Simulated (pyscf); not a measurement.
Routes from H₃C–SiH₂–SiH₃ (SMILES C[SiH2][SiH3])

Candidate steps break at most two bonds and form at most two. Each was searched with GFN2-xTB (tblite) first. Single points on ωB97X-D3(BJ)/def2-SVP structures (PySCF, gas phase). Correlated levels are frozen-core, on RHF or UHF. ΔMP2 is the change of the MP2 total energy from the triple- to the quadruple-zeta basis. Energies: CCSD(T)/def2-TZVPP + ΔMP2(QZVPP), eV, from the reactant's lowest minimum found, singlet surface; ΔG‡ with ideal gas, 1 atm, RRHO with modes under 100 cm⁻¹ raised to 100, one conformer, R ln 2 for chiral ones without a mode under 150 cm⁻¹.

| products | type | ΔE‡ | ΔE | ΔG‡ 298 K | ΔG‡ 900 K | ν‡ (cm⁻¹) |
|---|---|---|---|---|---|---|
| H₃Si–CH₂–SiH₃ | concerted two-bond exchange | 5.18 | -0.03 | 4.93 | 4.89 | 1709i |
| H₃C–SiH₂–SiH₃ | concerted two-bond exchange | 5.44 | 0.00 | 5.18 | 5.18 | 1850i |

Under all of these lies the exit to H₃C–SiH₂• + SiH₃• (no saddle counted: cutting one bond costs +3.47 eV at ωB97M-D3(BJ)/def2-TZVP). Plain bond fissions and candidates not yet searched are not listed, and one of them may be faster. Each barrier is that of the saddle found; lower ones may exist. 2 of the closed-shell references are unstable towards spin polarisation; treat their single-reference values with care. The CCSD(T) − MP2 part came from Ansatz, without density fitting, on the same reference.
